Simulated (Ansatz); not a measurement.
**BH3S2: ionisation energy by level of theory**

The task here is to estimate one member of a computed series from the others.

Program: Ansatz 0.2.0, Gaussian basis. Level of theory: unrestricted cation, the program's frozen cores in correlated methods. These are calculated values, not measurements.

The runs, in order: UKS PBE-D4/def2-TZVPP; UKS r2SCAN-D4/def2-TZVPP; UKS PBE0-D4/def2-TZVPP; UKS B3LYP-D4/def2-TZVPP; UKS wB97X-V/def2-TZVPP; UKS wB97M-V/def2-TZVPP; UKS B2PLYP/def2-TZVPP; UHF-CCSD(T)/def2-TZVPP; UHF-MP2/def2-QZVPP; extrapolation to the limit; then −ε(HOMO) from the neutral's earlier runs with LDA (SPW92), PBE-D4, revPBE-D4, BLYP-D4, r2SCAN-D4, B97M-V, PBE0-D4, B3LYP-D4, r2SCANh-D4, r2SCAN0-D4, HSE06-D4, BHLYP-D4, CAM-B3LYP-D4, LC-ωPBE, ωB97X-V, ωB97M-V.

### Structure used throughout

The geometry comes from an earlier relaxation with PBE0-D4 in a triple-zeta def2 set; it is a stationary point.

6 atoms, charge 0, spin multiplicity 1.

Atoms are counted from 1 here; the program's logs count them from 0.

Bond lengths: S1–B2 1.783 Å, S1–H4 1.346 Å, B2–S3 1.787 Å, B2–H5 1.190 Å, S3–H6 1.342 Å. Angles: B2–S1–H4 98.9°, S1–B2–S3 122.5°, S1–B2–H5 116.2°, S3–B2–H5 121.4°, B2–S3–H6 97.3°.

The first run:

in.yaml

```yaml
crystal:
  periodic: [false, false, false]
  atoms:
    - {symbol: S, position_ang: [-0.819914, -0.605214, -1.516528]}
    - {symbol: B, position_ang: [0.091405, -0.453570, 0.008920]}
    - {symbol: S, position_ang: [0.333131, 1.114756, 0.829810]}
    - {symbol: H, position_ang: [-1.145615, 0.688114, -1.694575]}
    - {symbol: H, position_ang: [0.535531, -1.462239, 0.457518]}
    - {symbol: H, position_ang: [1.047563, 0.654053, 1.868754]}
basis:
  gaussian: {orbitals: def2-TZVPP}
total_charge: 1
magnetization: {spin_polarized: true, initial_magnetization: 1}
hamiltonian: {xc: pbe, dispersion: d4}
```

Steps of the session up to this table: Cation, UKS PBE-D4/def2-TZVPP; Cation, UKS r2SCAN-D4/def2-TZVPP; Cation, UKS PBE0-D4/def2-TZVPP; Cation, UKS B3LYP-D4/def2-TZVPP; Cation, UKS wB97X-V/def2-TZVPP; Cation, UKS wB97M-V/def2-TZVPP; Cation, UKS B2PLYP (frozen core)/def2-TZVPP; Cation, UHF-CCSD(T)/def2-TZVPP; Cation, UHF-MP2/def2-QZVPP.

One of the session's tables, all rows but one given; the rest of the session is left out.

It belongs to the step «Ionisation energies side by side». For comparison, −ε(HOMO) of the neutral from earlier runs:

```
  functional  −ε(HOMO) (eV)
 LDA (SPW92)           6.55
      PBE-D4              ?
   revPBE-D4           6.38
     BLYP-D4           6.24
   r2SCAN-D4           6.69
      B97M-V           6.77
     PBE0-D4           7.57
    B3LYP-D4           7.32
  r2SCANh-D4           7.11
  r2SCAN0-D4           7.75
    HSE06-D4           7.17
    BHLYP-D4           8.56
CAM-B3LYP-D4           8.82
     LC-ωPBE          10.22
     ωB97X-V           9.85
     ωB97M-V           9.67
```

Estimate the missing values for PBE-D4.

The run gave: −ε(HOMO) (eV): 6.43. In the column «−ε(HOMO) (eV)» it lies between revPBE-D4 (6.38) and LDA (SPW92) (6.55).
